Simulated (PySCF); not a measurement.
# C6H6 (Fulvene): the cost of one run

The runs use PySCF 2.14.0, with density-fitted response routines of our own; the level of theory stands in each step. All values are computed, except where a source is named. Atoms count from 0, in the outputs and in this text.

## Step 1: Starting geometry

12 atoms, charge 0, multiplicity 1; geometry from: MMFF94s. The atoms were then displaced at random by about 0.03 Å, so the start is not that level's minimum.

Bonds of the start (Å): C0–C1 1.42, C1–C2 1.47, C2–C3 1.20, C3–C4 1.43, C4–C5 1.36, C5–C1 1.47, C0–H6 1.13, C0–H7 0.99, C2–H8 1.09, C3–H9 1.17, C4–H10 1.09, C5–H11 1.08.

## Step 2: Geometry optimisation at PBE0-D3(BJ)/def2-SVP

What the job is given:

```
{"job": {"xc": "PBE0", "basis": "def2-SVP", "d3": "d3bj", "grid": 1, "shake": 0.03, "kind": "geom"}, "charge": 0, "multiplicity": 1}
C      1.990540    -0.112820     0.496070
C      0.617880    -0.025480     0.152640
C     -0.290010    -1.172110     0.000460
C     -1.342750    -0.690450    -0.320120
C     -1.400860     0.730290    -0.432600
C     -0.160350     1.186690    -0.128320
H      2.537090     0.871830     0.563010
H      2.490840    -0.954270     0.663850
H      0.049270    -2.178050     0.229160
H     -2.336600    -1.293510    -0.458080
H     -2.263240     1.362990    -0.629480
H      0.223670     2.192120    -0.085590
```

Started as:

```bash
$ OMP_NUM_THREADS=1 python probes_run.py task.json out
```

The driver reads the jobs from task.json and runs them one after another.

**Question.** How long does this first job take on 1 thread of Intel Xeon Platinum 8488C, shared host, and how much memory does it need?

About 42 s, with a peak of 0.48 GiB.
